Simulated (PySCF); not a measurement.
# One shape, several levels: BClO (boron chloride oxide)

Wanted: a comparison of 6 runs (UPBE0/STO-3G, MP2/STO-3G, CCSDT/STO-3G, NEVPT2(2,2)/STO-3G, CISD/STO-3G, CCSD(T)/STO-3G) of BClO (boron chloride oxide). The job is set up through a Python script.

The results are computed with PySCF 2.14.0.

3 further runs of the same task are left out: 3 set aside as unsound or not needed.

### 1 Starting point

BClO has 3 atoms, charge 0, and is taken as a singlet. As SMILES, `O=BCl`. The B2–Cl3 distance was set to 2.950 Å, away from the relaxed value. At this shape a bond of the SMILES string is far longer than usual.

Bond lengths: O1–B2 1.193 Å. A long bond or contact: B2–Cl3 2.950 Å.

### 2 A single-point energy at UPBE0/STO-3G (run 1)

Input file input.py:

```python
from pyscf import gto, dft

mol = gto.Mole()
mol.atom = 'O 2.016138 1.197745 1.239735; B 1.109658 0.658165 0.682215; Cl -1.132640 -0.672810 -0.696460'
mol.basis = 'sto-3g'
mol.max_memory = 1860
mol.verbose = 4
mol.build()

myscf = dft.UKS(mol)
myscf.xc = 'pbe0'
myscf.conv_tol = 1e-10
myscf.grids.level = 5
myscf.kernel()
if not myscf.converged:
    myscf = myscf.newton().run(myscf.mo_coeff, myscf.mo_occ)
for _ in range(3):
    mo, _, stable, _ = myscf.stability(return_status=True)
    if stable:
        break
    myscf.kernel(myscf.make_rdm1(mo, myscf.mo_occ))

e_final = myscf.e_tot
print('E(%s) = %.9f' % ('PBE0', e_final))
```

Started as:

```bash
$ OMP_NUM_THREADS=1 python input.py
```

The log of the run:

```text
PySCF version 2.14.0

[INPUT] num. atoms = 3
[INPUT] num. electrons = 30
[INPUT] charge = 0
[INPUT] spin (= nelec alpha-beta = 2S) = 0
[INPUT] symmetry False subgroup None
[INPUT] Mole.unit = angstrom
[INPUT] Symbol           X                Y                Z      unit          X                Y                Z       unit  Magmom
[INPUT]  1 O      2.016138000000   1.197745000000   1.239735000000 AA    3.809948649328   2.263410017067   2.342759617038 Bohr   0.0
[INPUT]  2 B      1.109658000000   0.658165000000   0.682215000000 AA    2.096949711933   1.243751594774   1.289199508070 Bohr   0.0
[INPUT]  3 Cl    -1.132640000000  -0.672810000000  -0.696460000000 AA   -2.140379397727  -1.271426633869  -1.316118656715 Bohr   0.0

nuclear repulsion = 50.3615261140896
number of shells = 11
number of NR pGTOs = 57
number of NR cGTOs = 19
basis = sto-3g
ecp = {}

[... 35 lines left out ...]
[... the frontier-level lines of each cycle are left out ...]
[... 1 line left out ...]
[... 1 line left out ...]
[... 50 lines left out ...]
converged SCF energy = -553.550469397056  <S^2> = 2.5841956e-08  2S+1 = 1.0000001
[... 84 lines left out ...]
converged SCF energy = -553.565024781693  <S^2> = 0.64864324  2S+1 = 1.8959359
[... 2 lines left out ...]
E(PBE0) = -553.565024782
```

Wall time 14 s (1 thread of Arm Neoverse V1, shared host); peak memory 0.35 GiB.

### 3 The energy at MP2/STO-3G (run 2)

Input file job.py:

```python
from pyscf import gto, mp

system = gto.M(
    atom=[
    ('O', (2.016138, 1.197745, 1.239735)),
    ('B', (1.109658, 0.658165, 0.682215)),
    ('Cl', (-1.132640, -0.672810, -0.696460)),
],
    max_memory=1860,
    basis='sto-3g',
    spin=0,
    verbose=4,
)

calc0 = system.RHF()
calc0.conv_tol = 1e-10
calc0.kernel()
if not calc0.converged:
    calc0 = calc0.newton().run(calc0.mo_coeff, calc0.mo_occ)

pt = mp.MP2(calc0, frozen=7).run()
e_tot = pt.e_tot
print('Final energy', e_tot)
```

Started as:

```bash
$ OMP_NUM_THREADS=1 python job.py
```

The log of the run:

```text
PySCF version 2.14.0

[INPUT] num. atoms = 3
[INPUT] num. electrons = 30
[INPUT] charge = 0
[INPUT] spin (= nelec alpha-beta = 2S) = 0
[INPUT] symmetry False subgroup None
[INPUT] Mole.unit = angstrom
[INPUT] Symbol           X                Y                Z      unit          X                Y                Z       unit  Magmom
[INPUT]  1 O      2.016138000000   1.197745000000   1.239735000000 AA    3.809948649328   2.263410017067   2.342759617038 Bohr   0.0
[INPUT]  2 B      1.109658000000   0.658165000000   0.682215000000 AA    2.096949711933   1.243751594774   1.289199508070 Bohr   0.0
[INPUT]  3 Cl    -1.132640000000  -0.672810000000  -0.696460000000 AA   -2.140379397727  -1.271426633869  -1.316118656715 Bohr   0.0

nuclear repulsion = 50.3615261140896
number of shells = 11
number of NR pGTOs = 57
number of NR cGTOs = 19
basis = sto-3g
ecp = {}

******** <class 'pyscf.scf.hf.RHF'> ********
method = RHF
initial guess = minao
damping factor = 0
level_shift factor = 0
DIIS = <class 'pyscf.scf.diis.CDIIS'>
diis_start_cycle = 1
diis_space = 8
diis_damp = 0
SCF conv_tol = 1e-10
SCF conv_tol_grad = None
SCF max_cycles = 50
direct_scf = True
direct_scf_tol = 1e-13
Set gradient conv threshold to 1e-05
Initial guess from minao.
init E= -552.167761752667
  HOMO = -0.466753734717073  LUMO = -0.172190359343512  gap/eV = 8.01548
cycle= 1 E= -552.349513462355  delta_E= -0.182  |g|= 0.657  |ddm|= 2.42
  HOMO = -0.205869403571146  LUMO = -0.123643740080894  gap/eV = 2.23747
cycle= 2 E= -552.35949476048  delta_E= -0.00998  |g|= 0.905  |ddm|= 2.44
  HOMO = -0.304546571960761  LUMO = -0.0625778173389024  gap/eV = 6.58431
cycle= 3 E= -552.620031855186  delta_E= -0.261  |g|= 0.0678  |ddm|= 1.08
  HOMO = -0.340928850143596  LUMO = -0.0246842966802693  gap/eV = 8.60545
cycle= 4 E= -552.623768531333  delta_E= -0.00374  |g|= 0.0295  |ddm|= 0.163
  HOMO = -0.339499641469423  LUMO = -0.0242912718326571  gap/eV = 8.57726
cycle= 5 E= -552.625010246038  delta_E= -0.00124  |g|= 0.00879  |ddm|= 0.128
  HOMO = -0.341548402591577  LUMO = -0.0225447233008097  gap/eV = 8.68053
cycle= 6 E= -552.625090336794  delta_E= -8.01e-05  |g|= 0.00146  |ddm|= 0.0377
  HOMO = -0.341543988760746  LUMO = -0.022245285610433  gap/eV = 8.68856
cycle= 7 E= -552.625091581775  delta_E= -1.24e-06  |g|= 0.000177  |ddm|= 0.00503
  HOMO = -0.341552252863183  LUMO = -0.022238082297536  gap/eV = 8.68898
cycle= 8 E= -552.625091607727  delta_E= -2.6e-08  |g|= 2.92e-05  |ddm|= 0.000589
  HOMO = -0.341540577745978  LUMO = -0.0222466962180158  gap/eV = 8.68843
cycle= 9 E= -552.625091608604  delta_E= -8.78e-10  |g|= 6.15e-06  |ddm|= 0.000124
  HOMO = -0.341541776396239  LUMO = -0.0222453576082057  gap/eV = 8.68850
cycle= 10 E= -552.625091608621  delta_E= -1.66e-11  |g|= 2.6e-07  |ddm|= 1.21e-05
  HOMO = -0.341541799392554  LUMO = -0.0222453299788546  gap/eV = 8.68850
Extra cycle  E= -552.625091608621  delta_E= -4.55e-13  |g|= 1.87e-07  |ddm|= 1.09e-06
converged SCF energy = -552.625091608621

******** <class 'pyscf.mp.mp2.RMP2'> ********
nocc = 8, nmo = 12
frozen orbitals 7
E(RMP2) = -552.803197871793  E_corr = -0.178106263171342
E(SCS-RMP2) = -552.809724172271  E_corr = -0.18463256364927
E_corr(same-spin) = -0.0335710986419308
E_corr(oppo-spin) = -0.144535164529411
Final energy -552.8031978717928
```

Wall time 0.77 s (1 thread of Arm Neoverse V1, shared host); peak memory 0.12 GiB.

### 4 The energy at CCSDT/STO-3G (run 3)

Input file calc.py:

```python
from pyscf import gto, cc

molecule = gto.M(
    atom='O 2.016138 1.197745 1.239735; B 1.109658 0.658165 0.682215; Cl -1.132640 -0.672810 -0.696460',
    max_memory=1860,
    verbose=3,
    basis='sto-3g',
)

mf = molecule.RHF()
mf.conv_tol = 1e-10
mf.kernel()
if not mf.converged:
    mf = mf.newton().run(mf.mo_coeff, mf.mo_occ)

mycc = cc.CCSDT(mf, frozen=7)
mycc.kernel()
energy = mycc.e_tot
print('Final energy', energy)
```

Started as:

```bash
$ OMP_NUM_THREADS=1 python calc.py
```

The log of the run:

```text
converged SCF energy = -552.625091608621
_make_eris_incore_RCCSDT

WARN: A large `blksize` is being used, which may cause large memory consumption
      for storing contraction intermediates. If memory is sufficient, consider using
      `pyscf.cc.rccsdt_highm.RCCSDT` instead.

RCCSDT converged
E(RCCSDT) = -552.8593390021126   E_corr = -0.234247393491145
E_corr(same-spin) = -0.0228793327872752
E_corr(oppo-spin) = -0.21136806070387
Final energy -552.8593390021126
```

It took 1.3 s on 1 thread of Arm Neoverse V1, shared host; peak memory 0.12 GiB.

Runs 4 to 5 aren't shown in full; the table further down has their settings and results.

### 5 The energy at CCSD(T)/STO-3G (run 6)

Input file calc.py:

```python
from pyscf import gto, scf, cc

mol = gto.Mole()
mol.atom = [
    ('O', (2.016138, 1.197745, 1.239735)),
    ('B', (1.109658, 0.658165, 0.682215)),
    ('Cl', (-1.132640, -0.672810, -0.696460)),
]
mol.verbose = 3
mol.max_memory = 1860
mol.basis = 'sto-3g'
mol.build()

mf = scf.RHF(mol)
mf.conv_tol = 1e-10
mf.kernel()
if not mf.converged:
    mf = mf.newton().run(mf.mo_coeff, mf.mo_occ)

mycc = cc.CCSD(mf, frozen=7)
mycc.kernel()
e_t = mycc.ccsd_t()
e_tot = mycc.e_tot + e_t
print('E(%s) = %.9f' % ('CCSD(T)', e_tot))
```

Started as:

```bash
$ OMP_NUM_THREADS=1 python calc.py
```

The log of the run:

```text
converged SCF energy = -552.625091608621
E(CCSD) = -552.8458143734588  E_corr = -0.2207227648372627
CCSD(T) correction = -0.0121869001029284
E(CCSD(T)) = -552.858001274
```

Run time: 0.77 s. Hardware: 1 thread of Arm Neoverse V1, shared host; peak memory 0.1 GiB.

### 6 All runs side by side

```csv
run,level,integration grid,follow instability,energy (Eh),dipole moment (D) of the reference,HOMO energy (eV),LUMO energy (eV),wall time
1,UPBE0/STO-3G,5,yes,-553.565025,0.50,-6.87,-3.59,14 s
2,MP2/STO-3G,–,–,-552.803198,1.63,-9.29,-0.61,0.77 s
3,CCSDT/STO-3G,–,–,-552.859339,1.63,-9.29,-0.61,1.3 s
4,"NEVPT2(2,2)/STO-3G",–,–,-552.842248,1.63,-9.29,-0.61,0.91 s
5,CISD/STO-3G,–,–,-552.817934,1.63,-9.29,-0.61,0.68 s
6,CCSD(T)/STO-3G,–,–,-552.858001,1.63,-9.29,-0.61,0.77 s
```

### 7 Summary of results

```
                                          quantity          value
                               run 6: total energy  -552.85800 Eh
       run 6: dipole moment (Hartree–Fock density)         1.63 D
        run 6: HOMO energy (Hartree–Fock orbitals)       -9.29 eV
        run 6: LUMO energy (Hartree–Fock orbitals)       -0.61 eV
      run 6: HOMO–LUMO gap (Hartree–Fock orbitals)        8.69 eV
run 6: correlation energy (7 core orbitals frozen)     -232.9 mEh
                             run 6: (T) correction     -12.19 mEh
                              run 6: T1 diagnostic          0.037
```

**Reading.** In run 6 the T1 diagnostic is large, so a single reference may not serve. In runs 1, 2, 3, 4, 5, 6 the basis is minimal, so the values are rough. Spin contamination of the reference: run 1 ⟨S²⟩ = 0.65. Where it is this large, the reference is a mixture of spin states, and values that rest on it are in doubt. All runs together took 18 s, the longest 14 s.
